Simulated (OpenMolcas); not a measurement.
**PH (SMILES [PH]), step by step**

We compute a series of 9 runs (ROHF/6-31G*, CASSCF(6,5)/6-31G*, CASPT2(6,5)/6-31G*, CASPT2[IPEA 0](6,5)/6-31G*, SC-NEVPT2(6,5)/6-31G*, PC-NEVPT2(6,5)/6-31G*, MC-PDFT[tPBE](6,5)/6-31G*, MRCI(6,5)/6-31G*, and more) of PH. 

The calculation is run with OpenMolcas 26.06.

## (1) The molecule

The species is PH (2 atoms), meant as a triplet with charge 0. As SMILES, `[PH]`. The P1–H2 distance was set to 2.448 Å, away from the relaxed value.

## (2) The energy at ROHF/6-31G(d) (spherical functions) (run 1)

Input file step1.input:

```
&gateway
  baslib=$CurrDir
  basisset
  P.6-31Gs....
  P1 0.000000 0.000000 -1.049330 angstrom
  End of Basis
  basisset
  H.6-31Gs....
  H2 0.000000 0.000000 1.399070 angstrom
  End of Basis

&seward

&scf
  uhf
  spin=3
  prorbitals=1 1

&rasscf
  fileorb=$Project.UnaOrb
  spin=3
  nactel=2 0 0
  inactive=7
  ras2=2
  outorbitals=Canonical
  orblisting=Nothing
```

The basis set 6-31G* is read from a file made from the Basis Set Exchange's data (not shown).

On the command line:

```
$ export MOLCAS_MEM=1860
$ pymolcas step1.input > step1.log
```

Output:

```text
--- Start Module: gateway ---
[...]
--- Stop Module: gateway /rc=_RC_ALL_IS_WELL_ ---
[...]
      Basis functions           20
[...]
--- Start Module: scf ---
[...]
       Convergence after  22 Iterations
[...]
::    Total SCF energy                               -341.1633085707
[...]
      Total spin, S                                     1.2402601654
[...]
--- Stop Module: scf /rc=_RC_ALL_IS_WELL_ ---
--- Start Module: rasscf ---
[...]
      Number of active orbitals                  2
[...]
      Spin quantum number                      1.0
[...]
      Active orbitals                            2
[...]
      Number of CSFs                             1
[...]
      Number of root(s) required                 1
[...]
      Convergence after 10 iterations
[...]
      printout of CI-coefficients larger than  0.05 for root  1
      energy=    -341.134000
      conf/sym  11     Coeff  Weight
             1  uu   1.00000 1.00000
      Natural orbitals and occupation numbers for root  1
      sym 1:   1.000000   1.000000
      ************************************************************************************************************************
      *                                                    Final results                                                     *
[...]
::    RASSCF root number  1 Total energy:   -341.13400039
[...]
      Total electronic charge=   16.000000
      Total            charge=   -0.000000
[...]
      Dipole Moment (debye):
      Origin of the operator (angstrom)=    0.0000    0.0000   -0.9722
                   X= -2.2686E-16               Y=  3.4060E-16               Z= -1.2580E+00           Total=  1.2580E+00
      Quadrupole Moment (debye*angstrom):
[...]
--- Stop Module: rasscf /rc=_RC_ALL_IS_WELL_ ---
[...]
```

Wall time 1.7 s (1 thread of Intel Xeon 6975P-C (Granite Rapids), shared host); peak memory 0.37 GiB.

## (3) The energy at CASSCF(6,5)/6-31G(d) (spherical functions) (run 2)

Input file step2.input:

```
* HP CASSCF
>>> EXPORT MOLCAS_PRINT=2

&GATEWAY
 BASLIB
 $CurrDir
 BASISSET
 P.6-31Gs....
 P1 0.000000 0.000000 -1.049330 angstrom
 End of Basis
 BASISSET
 H.6-31Gs....
 H2 0.000000 0.000000 1.399070 angstrom
 End of Basis

&SEWARD

&RASSCF
 FILEORB
 $CurrDir/step1.RasOrb
 SPIN
 3
 NACTEL
 6 0 0
 INACTIVE
 5
 RAS2
 5
 ORBLISTING
 Nothing
```

The basis set 6-31G* is read from a file made from the Basis Set Exchange's data (not shown).

On the command line:

```
$ export MOLCAS_MEM=1860
$ pymolcas step2.input > step2.log
```

Output:

```text
--- Start Module: gateway ---
[...]
--- Stop Module: gateway /rc=_RC_ALL_IS_WELL_ ---
--- Start Module: seward ---
[...]
      Basis functions           20
--- Stop Module: seward /rc=_RC_ALL_IS_WELL_ ---
--- Start Module: rasscf ---
[...]
      Number of active orbitals                  5
[...]
      Spin quantum number                      1.0
[...]
      Active orbitals                            5
[...]
      Number of CSFs                            45
[...]
      Number of root(s) required                 1
[...]
      Convergence after  7 iterations
[...]
      printout of CI-coefficients larger than  0.05 for root  1
      energy=    -341.204095
      conf/sym  11111     Coeff  Weight
             1  22uu0  -0.87071 0.75814
             8  2uduu  -0.22492 0.05059
            14  2uudu   0.12986 0.01686
            15  2uuud   0.18324 0.03358
            30  20uu2   0.37386 0.13977
      Natural orbitals and occupation numbers for root  1
      sym 1:   1.998443   1.619199   1.000000   1.000000   0.382359
      ************************************************************************************************************************
      *                                                    Final results                                                     *
[...]
::    RASSCF root number  1 Total energy:   -341.20409463
[...]
      Total electronic charge=   16.000000
      Total            charge=   -0.000000
[...]
      Dipole Moment (debye):
      Origin of the operator (angstrom)=    0.0000    0.0000   -0.9722
                   X=  5.2865E-13               Y= -1.3458E-13               Z= -2.6142E-01           Total=  2.6142E-01
      Quadrupole Moment (debye*angstrom):
[...]
--- Stop Module: rasscf /rc=_RC_ALL_IS_WELL_ ---
[...]
```

It took 1.2 s on 1 thread of Intel Xeon 6975P-C (Granite Rapids), shared host; peak memory 0.37 GiB.

## (4) The energy at CASPT2(6,5)/6-31G(d) (spherical functions) (run 3)

Input file step3.input:

```
&gateway
 baslib=$CurrDir
 basisset
 P.6-31Gs....
 P1 0.000000 0.000000 -1.049330 angstrom
 End of Basis
 basisset
 H.6-31Gs....
 H2 0.000000 0.000000 1.399070 angstrom
 End of Basis

&seward

&rasscf
 fileorb=$CurrDir/step2.RasOrb
 spin=3
 nactel=6 0 0
 inactive=5
 ras2=5
 orblisting=Nothing

&caspt2
 ipea=0.25
 imaginary=0.1
 frozen=5
```

The basis set 6-31G* is read from a file made from the Basis Set Exchange's data (not shown).

On the command line:

```
$ export MOLCAS_MEM=1860
$ pymolcas step3.input > step3.log
```

Output:

```text
--- Start Module: gateway ---
[...]
--- Stop Module: gateway /rc=_RC_ALL_IS_WELL_ ---
[...]
      Basis functions           20
[...]
--- Start Module: rasscf ---
[...]
      Number of active orbitals                  5
[...]
      Spin quantum number                      1.0
[...]
      Active orbitals                            5
[...]
      Number of CSFs                            45
[...]
      Number of root(s) required                 1
[...]
      Convergence after  4 iterations
[...]
      printout of CI-coefficients larger than  0.05 for root  1
      energy=    -341.204095
      conf/sym  11111     Coeff  Weight
             1  22uu0  -0.87071 0.75814
             8  2uduu  -0.22492 0.05059
            14  2uudu   0.12986 0.01686
            15  2uuud   0.18324 0.03358
            30  20uu2   0.37386 0.13977
      Natural orbitals and occupation numbers for root  1
      sym 1:   1.998443   1.619199   1.000000   1.000000   0.382359
      ************************************************************************************************************************
      *                                                    Final results                                                     *
[...]
::    RASSCF root number  1 Total energy:   -341.20409463
[...]
      Total electronic charge=   16.000000
      Total            charge=   -0.000000
[...]
      Dipole Moment (debye):
      Origin of the operator (angstrom)=    0.0000    0.0000   -0.9722
                   X=  5.3222E-13               Y= -1.4704E-13               Z= -2.6142E-01           Total=  2.6142E-01
      Quadrupole Moment (debye*angstrom):
[...]
--- Stop Module: rasscf /rc=_RC_ALL_IS_WELL_ ---
--- Start Module: caspt2 ---
[...]
 ###    WARNING: User changed nr of frozen orbitals.                         ###
 ###############################################################################
[...]
      E2 (Variational):          -0.0576123117
      Total energy:            -341.2617069375
[...]
      Reference weight:           0.97251
[...]
::    CASPT2 Root  1     Total energy:   -341.26170694
[...]
--- Stop Module: caspt2 /rc=_RC_ALL_IS_WELL_ ---
[...]
```

It took 1.2 s on 1 thread of Intel Xeon 6975P-C (Granite Rapids), shared host; peak memory 0.37 GiB.

Runs 4 to 8 aren't shown in full; the table further down has their settings and results.

## (5) The energy at MRACPF(6,5)/6-31G(d) (spherical functions) (run 9)

Input file step9.input:

```
&GATEWAY
BasLib
$CurrDir
BasisSet
P.6-31Gs....
P1 0.000000 0.000000 -1.049330 angstrom
End of Basis
BasisSet
H.6-31Gs....
H2 0.000000 0.000000 1.399070 angstrom
End of Basis
&SEWARD
&RASSCF
FileOrb
$CurrDir/step2.RasOrb
Spin
3
Nactel
6 0 0
Inactive
5
Ras2
5
OrbListing
Nothing
&MOTRA
LumOrb
Frozen
5
&GUGA
Electrons
6
Spin
3
Inactive
0
Active
5
CIAll
1
&MRCI
ACPF
```

The basis set 6-31G* is read from a file made from the Basis Set Exchange's data (not shown).

On the command line:

```
$ export MOLCAS_MEM=1860
$ pymolcas step9.input > step9.log
```

Output:

```text
--- Start Module: gateway ---
[...]
--- Stop Module: gateway /rc=_RC_ALL_IS_WELL_ ---
[...]
      Basis functions           20
[...]
      Number of active orbitals                  5
[...]
      Spin quantum number                      1.0
[...]
      Active orbitals                            5
[...]
      Number of CSFs                            45
[...]
      Number of root(s) required                 1
[...]
      Convergence after  4 iterations
[...]
      printout of CI-coefficients larger than  0.05 for root  1
      energy=    -341.204095
      conf/sym  11111     Coeff  Weight
             1  22uu0  -0.87071 0.75814
             8  2uduu  -0.22492 0.05059
            14  2uudu   0.12986 0.01686
            15  2uuud   0.18324 0.03358
            30  20uu2   0.37386 0.13977
      Natural orbitals and occupation numbers for root  1
      sym 1:   1.998443   1.619199   1.000000   1.000000   0.382359
      ************************************************************************************************************************
      *                                                    Final results                                                     *
[...]
::    RASSCF root number  1 Total energy:   -341.20409463
[...]
      Dipole Moment (debye):
      Origin of the operator (angstrom)=    0.0000    0.0000   -0.9722
                   X=  5.3222E-13               Y= -1.4704E-13               Z= -2.6142E-01           Total=  2.6142E-01
      Quadrupole Moment (debye*angstrom):
[...]
      *** WARNING: Default frozen orbitals is overwritten by user input.
      *** Default values:   5
[...]
--- Start Module: guga ---
[...]
--- Stop Module: guga /rc=_RC_ALL_IS_WELL_ ---
--- Start Module: mrci ---
[...]
       USE THE DEFAULT ACPF G-VALUE GFAC=  0.33333333333333331
[...]
    MR ACPF CALCULATION.
[...]
            REFERENCE CI ENERGY:  -341.20409463
[...]
        ACPF CORRELATION ENERGY:    -0.07478706
                    ACPF ENERGY:  -341.27888168
[...]
      Total electronic charge=   16.000000
      Total            charge=   -0.000000
[...]
  ACPF State   1     Total energy:   -341.27888168
[...]
--- Stop Module: mrci /rc=_RC_ALL_IS_WELL_ ---
[...]
```

It took 1.3 s on 1 thread of Intel Xeon 6975P-C (Granite Rapids), shared host; peak memory 0.37 GiB.

## (6) Overview of the runs

```
run                                             level   active rule  inactive  energy (Eh)  dipole moment (D) of the reference  wall time
  1                 ROHF/6-31G* (spherical functions)             –         –  -341.134000                                1.26      1.7 s
  2          CASSCF(6,5)/6-31G* (spherical functions)  full valence         5  -341.204095                                0.26      1.2 s
  3          CASPT2(6,5)/6-31G* (spherical functions)  full valence         5  -341.261707                                0.26      1.2 s
  4  CASPT2[IPEA 0](6,5)/6-31G* (spherical functions)  full valence         5  -341.268470                                0.26      1.3 s
  5       SC-NEVPT2(6,5)/6-31G* (spherical functions)  full valence         5  -341.261188                                0.26      1.2 s
  6       PC-NEVPT2(6,5)/6-31G* (spherical functions)  full valence         5  -341.261469                                0.26      1.2 s
  7   MC-PDFT[tPBE](6,5)/6-31G* (spherical functions)  full valence         5  -341.593720                                0.26      1.3 s
  8            MRCI(6,5)/6-31G* (spherical functions)  full valence         5  -341.276636                                0.26      1.3 s
  9          MRACPF(6,5)/6-31G* (spherical functions)  full valence         5  -341.278882                                0.26      1.3 s
```

## (7) Outcome

```
                                                 quantity          value
                  run 9, MRACPF(6,5)/6-31G*: total energy  -341.27888 Eh
run 9, MRACPF(6,5)/6-31G*: dipole moment (CASSCF density)         0.26 D
```

Below the ROHF energy at the same shape and in the same basis (6-31G*): CASSCF(6,5) -70.1 mEh; CASPT2(6,5) -127.7 mEh; CASPT2[IPEA 0](6,5) -134.5 mEh; SC-NEVPT2(6,5) -127.2 mEh; PC-NEVPT2(6,5) -127.5 mEh; MRCI(6,5) -142.6 mEh. Active-space methods hold only the correlation inside their space unless a perturbation or CI step follows. All runs together took 12 s, the longest 1.7 s.
